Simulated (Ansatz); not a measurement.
Results of Hartree–Fock (plane waves, PAW; Ansatz, a program for electronic structure) for zinc-blende BeTe.

Numerical settings: plane-wave cutoff 460 eV, 8×8×8 k mesh, Fermi–Dirac smearing 0.01 eV, scalar-relativistic PAW data made under PBE.

Energies at three volumes about the minimum:

```json
[
 {"V (Å³/atom)": "23.429", "E − E_lowest (meV/atom)": "2.66"},
 {"V (Å³/atom)": "23.898", "E − E_lowest (meV/atom)": "0.00"},
 {"V (Å³/atom)": "24.631", "E − E_lowest (meV/atom)": "2.49"}
]
```

Problem. Fit a parabola by hand: where is the minimum, what lattice constant follows, and what is the bulk modulus?

Solution. Slopes: (0.00 − 2.66)/(23.898 − 23.429) = -5.672 and (2.49 − 0.00)/(24.631 − 23.898) = 3.397 meV/Å³. Curvature E″ = 2 × (3.397 − (-5.672))/(24.631 − 23.429) = 15.090 meV/Å⁶. From the middle of the first interval, the slope vanishes at V0 = 23.6635 − (-5.672)/15.090 = 24.039 Å³/atom. B = V0 E″ = 24.039 × 15.090 meV/Å³ × 0.1602 GPa per meV/Å³ = 58.1 GPa. With 8 atoms in the cube, a = (8 × 24.039)^(1/3) = 5.772 Å. The full Birch–Murnaghan fit to all volumes gives V0 = 24.027 Å³/atom and B0 = 57.5 GPa.

Measured, for comparison: bulk modulus 67 GPa (room temperature, no zero-point or thermal correction; as tabulated in Elmahjoubi et al. (2023), arXiv:2303.01780); lattice constant a 5.626 Å (temperature not stated, no zero-point or thermal correction; as tabulated in Bernardini et al. (2000), arXiv:cond-mat/0007180). Computed (rounded) less measured: bulk modulus -14 %.
